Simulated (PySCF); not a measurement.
Species: thiopropynal, C3H2S.
InChI=1S/C3H2S/c1-2-3-4/h1,3H

Computed, not measured: CAM-B3LYP/6-31+G* geometry optimisation, gas phase (PySCF).

Take the most abundant isotopes and a rigid rotor. 

Task: What are A, B and C (cm⁻¹)?

Result: Ia = 11.57, Ib = 163.76, Ic = 175.33 u·Å²; 505379 MHz·u·Å²/I gives 43672, 3086 and 2882 MHz, that is A = 1.45673, B = 0.10294, C = 0.09615 cm⁻¹.

Task: What kind of rotor is it?

Result: A near-prolate asymmetric top; Ray's κ = -0.990.

Task: Is it planar, by Δ = Ic − Ia − Ib?

Result: Planar: Δ = Ic − Ia − Ib = 0.00 u·Å². For a rigid frame Δ = −2 Σ m c², so it vanishes when all atoms lie in the ab plane; here none is more than 0.01 Å from it.

Task: Give the coordinates in the principal-axis frame, origin at the centre of mass.

Result: The sense of each axis is arbitrary; atoms in the order of the calculation.
```
atom  mass (u)   a (Å)   b (Å)  c (Å)
  C1    12.000   2.376  -0.301  0.000
  C2    12.000   1.245   0.124  0.000
  C3    12.000  -0.068   0.661  0.000
  S4    31.972  -1.436  -0.215  0.000
  H5     1.008   3.366  -0.700  0.000
  H6     1.008  -0.118   1.752  0.000
```

Task: List the rotational levels J(Ka,Kc) to J = 2 (K).

Result: Above 0(0,0), as E/k:
J = 1: 1(0,1) 0.286, 1(1,1) 2.234, 1(1,0) 2.244
J = 2: 2(0,2) 0.859, 2(1,2) 2.797, 2(1,1) 2.827, 2(2,1) 8.670, 2(2,0) 8.670

Task: Predict some low-J microwave lines.

Result: The dipole components are |μa| = 2.24 D, |μb| = 0.75 D, |μc| = 0.00 D; the mirror of this Cs structure is the ab plane, so μc vanishes by symmetry and there are no c-type lines. Intensities carry the squares of the components, which stand as 1.00 : 0.11 (a : b). Some lines, for components of 0.1 D or more:

```tsv
type	branch	J(Ka,Kc)	MHz	lower level (cm⁻¹)
a	Q	2(1,1) ← 2(1,2)	611	1.944
a	Q	3(1,2) ← 3(1,3)	1222	2.531
a	R	1(0,1) ← 0(0,0)	5969	0.000
a	R	2(0,2) ← 1(0,1)	11936	0.199
a	R	3(1,3) ← 2(1,2)	17600	1.944
a	R	3(2,2) ← 2(2,1)	17906	6.026
b	Q	3(1,2) ← 3(0,3)	41302	1.194
b	Q	2(2,0) ← 2(1,1)	121757	1.965
b	R	2(2,1) ← 1(1,0)	133897	1.560
b	R	3(2,1) ← 2(1,2)	140277	1.944
b	Q	3(3,1) ← 3(2,2)	203437	6.623
```

No CAM-B3LYP/6-31+G* frequencies stand behind this structure, so it isn't proved a minimum. No vibrational averaging or centrifugal distortion is included, and the geometry carries the error of its method.

On an Arm Neoverse V1 with one thread, no GPU (shared host), this took 17 s and 0.45 GiB of memory at its peak. This is the geometry optimisation.
